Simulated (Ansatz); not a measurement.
Results of PBE0 (Ansatz, a quantum-chemistry and plane-wave program, PAW) for antifluorite Mg₂Ge.

Settings: plane-wave cutoff 460 eV, 8×8×8 k mesh, Fermi–Dirac smearing 0.01 eV, scalar-relativistic PAW data made under PBE.

Response to compression and expansion:

```
V (Å³/atom)  P (GPa)  direct gap at Γ (eV)  smallest gap on the k mesh (eV)
-----------  -------  --------------------  -------------------------------
20.529          3.14                 2.610                            1.061
21.070          1.47                 2.435                            1.079
21.617         -0.02                 2.264                            1.094
22.150         -1.29                 2.104                            1.108
22.690         -2.44                 1.946                            1.120
```

The fundamental gap (1.09 eV at the equilibrium volume, on the SCF mesh) lies elsewhere than Γ–Γ.

Measured, for comparison: band gap 0.74 eV (temperature not stated, no zero-point or thermal correction, indirect, Γ–X; as tabulated in Ryu et al. (2019), arXiv:1905.06140).

Spin–orbit coupling is not included.
